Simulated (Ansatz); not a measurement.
**MP2/def2-mTZVP run of Al2FH3 (SMILES [F][AlH][AlH2])**

We compute molecular dynamics of Al2FH3. 

The results are computed with Ansatz 0.2.0.

**1. The system as given**

Al2FH3: 6 atoms, total charge 0, spin state singlet. SMILES: `[F][AlH][AlH2]`. Geometry: a rough force-field guess. The run starts from this shape.

Bond lengths: F1–Al2 1.822 Å, Al2–Al3 2.479 Å, Al2–H4 1.584 Å, Al3–H5 1.604 Å, Al3–H6 1.619 Å. Angles: F1–Al2–Al3 120.5°, F1–Al2–H4 121.2°, Al3–Al2–H4 118.2°, Al2–Al3–H5 120.3°, Al2–Al3–H6 120.4°, H5–Al3–H6 119.2°.

**2. A short trajectory at MP2/def2-mTZVP**

run.yaml

```yaml
crystal:
  periodic: [false, false, false]
  atoms:
    - {symbol: F, position_ang: [-0.891900, -2.142800, 1.281400]}
    - {symbol: Al, position_ang: [-0.504400, -1.119600, -0.176100]}
    - {symbol: Al, position_ang: [0.469300, 1.143100, 0.099900]}
    - {symbol: H, position_ang: [-0.680100, -1.685300, -1.645400]}
    - {symbol: H, position_ang: [0.894000, 2.004500, -1.185200]}
    - {symbol: H, position_ang: [0.755200, 1.736200, 1.579200]}
basis:
  gaussian: {orbitals: def2-mTZVP}
correlation: {method: mp2}
md:
  timestep: 0.5 fs
  n_steps: 20
  ensemble: nve
  temperature: 100
  initial_velocities: maxwell_boltzmann
  seed: 304
```

Run with:

```sh
$ ansatz run run.yaml --threads 1 --pin off --max-ram 2610MiB --events-out events.jsonl --progress --plain --runs-dir runs
```

**Question.** What will come out? Wanted: potential energy of the last frame.

**Answer.** As computed:

Level: MP2/def2-mTZVP, 11 core orbitals frozen.

| quantity | value |
| --- | --- |
| potential energy of the last frame | -585.40089 Eh |
